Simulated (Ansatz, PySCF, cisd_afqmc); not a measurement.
Species: SiH$_{4}$, charge 0, singlet. SiH4 (silane, SMILES [SiH4]).
B3LYP-D3(BJ)/def2-TZVP minimum from Ansatz (a program for electronic structure):
```xyz
5

Si     0.0000     0.0000     0.0000
H      0.8756     0.8547     0.8331
H     -0.8222    -0.8655     0.8753
H     -0.8862     0.8545    -0.8220
H      0.8328    -0.8437    -0.8864
```
Charge 0, spin multiplicity 1.

Atomisation energy term by term, kcal/mol (programs: Ansatz, cisd_afqmc). UHF or UKS for unpaired electrons; spin-orbit terms are left out. Cores are frozen in correlated methods. Rows without X2C or -DK are non-relativistic. AFQMC is phaseless with a CISD trial state; ± is one standard error, without the phaseless bias. Outlying blocks are dropped, and bars are widened where a walk drifts. Over all cases where full CI ran beside it in this data, AFQMC minus full CI had a median of +0.1 mEh and passed +0.4 mEh in a tenth of the cases. CBS(X,Y): correlation extrapolated as X^-3, Hartree-Fock from the larger set (Q,5: extrapolated as (X+1)exp(-9√X)). A bracket is a step between two methods taken in the basis named. 'core' is core correlation in cc-pwCVTZ (1s frozen past Ne), 'X2C' scalar relativity in cc-pVTZ-DK, both at CCSD(T). Where a partner has so few electrons that a lower coupled-cluster level is exact, that level stands in.

```json
[
 {"term": "Hartree-Fock", "basis": "CBS(cc-pV(Q+d)Z,cc-pV(5+d)Z)", "kcal/mol": "256.99"},
 {"term": "CCSD correlation", "basis": "CBS(cc-pV(Q+d)Z,cc-pV(5+d)Z)", "kcal/mol": "66.87"},
 {"term": "(T)", "basis": "CBS(cc-pV(Q+d)Z,cc-pV(5+d)Z)", "kcal/mol": "0.94"},
 {"term": "CCSDT(Q) - CCSD(T)", "basis": "cc-pV(T+d)Z", "kcal/mol": "0.00"},
 {"term": "CCSDTQ - CCSDT(Q)", "basis": "cc-pV(D+d)Z", "kcal/mol": "0.00"},
 {"term": "core correlation", "basis": "cc-pwCVTZ", "kcal/mol": "-0.28"},
 {"term": "scalar relativity", "basis": "X2C, cc-pVTZ-DK", "kcal/mol": "-0.67"},
 {"term": "minus zero-point energy", "basis": "Hessian by PySCF at B3LYP-D3(BJ)/def2-TZVP", "kcal/mol": "-19.57"},
 {"term": "sum: D0", "basis": "", "kcal/mol": "304.3"}
]
```

The step beyond CCSD(T) by other levels: CCSDTQ in cc-pV(D+d)Z 0.11; AFQMC/CISD in cc-pV(D+d)Z 0.19 ± 0.06; CCSDT(Q) in cc-pV(D+d)Z 0.11; AFQMC/CISD in cc-pV(T+d)Z 0.08 ± 0.06 kcal/mol.
